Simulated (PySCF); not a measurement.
# [BCl2]+ (SMILES Cl[B+]Cl) at SVWN5/STO-6G

Aim: the vertical singlet–triplet gap of [BCl2]+ at SVWN5/STO-6G, from 2 runs. Input form: a Python script.

The results are computed with PySCF 2.14.0.

8 further runs of the same task are left out: 8 set aside as unsound or not needed.

**1. The molecule**

[BCl2]+: 3 atoms, total charge +1, spin state singlet. As SMILES, `Cl[B+]Cl`. The shape is that of a GFN2-xTB optimisation.

Bond lengths: Cl1–B2 1.572 Å, B2–Cl3 1.572 Å. Angles: Cl1–B2–Cl3 179.8°.

**2. A single-point energy at SVWN5/STO-6G**

The input, start.xyz:

```xyz
3
BCl2
Cl    -1.238380     0.766480    -0.591300
B      0.000740     0.001360     0.000550
Cl     1.237640    -0.767840     0.590740
```

The input, run.py:

```python
from pyscf import gto, dft

mol = gto.M(
    atom='start.xyz',
    spin=0,
    charge=1,
    max_memory=1860,
    verbose=3,
    basis='sto-6g',
)

mf = dft.RKS(mol)
mf.xc = 'svwn'
mf.conv_tol = 1e-10
mf.grids.level = 5
mf.kernel()
if not mf.converged:
    mf = mf.newton().run(mf.mo_coeff, mf.mo_occ)

etot = mf.e_tot
print('E = %.10f Eh' % etot)
```

Command:

```
OMP_NUM_THREADS=1 python run.py
```

The log of the run:

```text
converged SCF energy = -938.38825110613
E = -938.3882511061 Eh
```

It took 2.2 s on 1 thread of Arm Neoverse V1, shared host; peak memory 0.14 GiB.

**3. The triplet**

The input, input.xyz:

```xyz
3

Cl    -1.238380     0.766480    -0.591300
B      0.000740     0.001360     0.000550
Cl     1.237640    -0.767840     0.590740
```

The input, calc.py:

```python
from pyscf import gto, dft

mol = gto.Mole()
mol.atom = 'input.xyz'
mol.basis = 'sto-6g'
mol.verbose = 3
mol.max_memory = 1860
mol.charge = 1
mol.spin = 2
mol.build()

mf = dft.UKS(mol, xc='svwn')
mf.grids.level = 5
mf.conv_tol = 1e-10
mf.kernel()
if not mf.converged:
    mf = mf.newton().run(mf.mo_coeff, mf.mo_occ)

energy = mf.e_tot
print('E(%s) = %.9f' % ('SVWN5', energy))
```

Command:

```
OMP_NUM_THREADS=1 python calc.py
```

The log of the run:

```text
WARN: HOMO -0.047270385532588 >= LUMO -0.384473396716685

WARN: HOMO -0.34945283023803 >= LUMO -0.586165498547522

WARN: HOMO -0.320687827108673 >= LUMO -0.591431039280389

WARN: HOMO -0.32277881727609 >= LUMO -0.589665006712423

WARN: HOMO -0.322675085420856 >= LUMO -0.590162172086521

WARN: HOMO -0.322857670888875 >= LUMO -0.590356288153753

WARN: HOMO -0.323561863698391 >= LUMO -0.590881411425179

WARN: HOMO -0.323727192274184 >= LUMO -0.591018406733433

WARN: HOMO -0.32371840686761 >= LUMO -0.591009374476763

WARN: HOMO -0.323724292756459 >= LUMO -0.591013255352277

WARN: HOMO -0.323726213876495 >= LUMO -0.591014637539066

WARN: HOMO -0.323726171454357 >= LUMO -0.59101477796652

WARN: HOMO -0.323726311330494 >= LUMO -0.591014848047091

converged SCF energy = -938.130435912479  <S^2> = 2.0015772  2S+1 = 3.0010513
E(SVWN5) = -938.130435912
```

It took 3.6 s on 1 thread of Arm Neoverse V1, shared host; peak memory 0.14 GiB.

**4. Summary of results**

Level: SVWN5/STO-6G.

| quantity | value |
| --- | --- |
| singlet: total energy | -938.38825 Eh |
| singlet: HOMO energy | -16.19 eV |
| singlet: LUMO energy | -9.22 eV |
| singlet: HOMO–LUMO gap | 6.97 eV |
| triplet: total energy | -938.13044 Eh |
| triplet: HOMO energy (highest over α and β) | -8.81 eV |
| triplet: ⟨S²⟩ | 2.002 |
| vertical energy of the triplet above the singlet | 7.016 eV |

**Reading.** At this shape the triplet lies 7.02 eV (162 kcal/mol) above the singlet. In a minimal basis such a difference can be off by several eV, whatever the method. Mulliken charges (triplet) run from +0.24 on B2 to +0.38 on Cl1.
